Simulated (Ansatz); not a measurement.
System: zinc-blende AlN (metastable phase). Method: HSE06 in Ansatz (PAW).

The same calculation (at the measured cell, 10.503 Å³/atom) with different numerical settings:

| run | k mesh | gap on the mesh (eV) | total energy (eV/atom) | rough time |
|---|---|---|---|---|
| 1 | 4×4×4 | 4.541 | -462.3152 | 7 core-s |
| 2 | 6×6×6 | 4.545 | -462.3305 | 10 core-s |
| 3 | 8×8×8 | 4.545 | -462.3311 | 20 core-s |
| 4 | 10×10×10 | 4.545 | -462.3311 | 30 core-s |
| 5 | 12×12×12 | 4.545 | -462.3311 | 90 core-s |

In the column total energy (eV/atom) the first row differs from the last by +0.0159 and the next to last by 0.0000.

The last row is no converged limit: other settings stay fixed.

Ansatz is a program for electronic structure.
